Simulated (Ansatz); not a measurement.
For hcp Ag (model structure), LDA (PAW; Ansatz, a quantum-chemistry and plane-wave program) gives:

| Item | Result |
|---|---|
| lattice parameter a | 2.823 Å |
| lattice parameter c | 4.646 Å |

Q: What does r²SCAN (Ansatz, PAW) give for the same quantities?

A: 
- lattice constant a: 2.897 Å (rises by 2.6 %)
- lattice parameter c: 4.765 Å (grows by 2.6 %)

Changes are worked out from the printed values.

Unless a cell is named, each level is at its own relaxed cell (LDA 16.04, r²SCAN 17.32 Å³/atom).

Ansatz's density-functional and Hartree–Fock values are scalar-relativistic unless marked +SOC, with PAW data made under PBE.

A model structure was made by putting elements into a prototype or built by hand; it is no filed structure, need not be a known phase, and can be a saddle point held by its symmetry.
